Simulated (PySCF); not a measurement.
Structure from 2D NMR

Compound of formula C3H9N. Correlations simulated from computed shifts and the bond graph:

HSQC (one-bond C–H):
```
  δH    δC
3.35  47.8
0.97  27.2
```

COSY cross peaks (H two or three bonds apart, from the bond graph; peaks can be absent where the dihedral angle is near 90°):
```
  δH    δH
3.35  0.97
```

HMBC (two and three bonds, from the bond graph):
```
  δH          δC
3.35        27.2
0.97  47.8, 27.2
```

- geometry from PBE0-D3(BJ)/def2-TZVP
- GIAO B97-2/pcSseg-2 shieldings
- run in PySCF 2.14
- relativity neglected, one conformer, one averaged value for each set of equivalent atoms, gas phase

References, each an isolated molecule treated in the same way: TMS for ¹H (31.64 ppm), ¹³C (185.38 ppm).

Exchangeable hydrogens are left out of these lists.

Q: Work out the connectivity.

A: 2-Propanamine (SMILES NC(C)C).

Mapped SMILES: `[CH3:1][CH:2]([CH3:3])[NH2:4]`. Each H is labelled by its parent atom.

1. δC 47.8 is C2, an sp3 CH bonded to N (δH 3.35).
2. δC 27.2 is C1/C3, a methyl carbon (δH 0.97).
3. COSY links 3.35–0.97.

The OH or NH signal is concentration- and solvent-dependent in practice; the value given is the gas-phase one. Shifts are as computed. Against solution values, carbons near 30 ppm lie about +3 ppm off and those near 130 ppm about +7 ppm. Of 1309 compounds with measured shifts, 239 miss one by over three times the rms of a fit or turn the order of signals round; such compounds aren't used in these exercises.
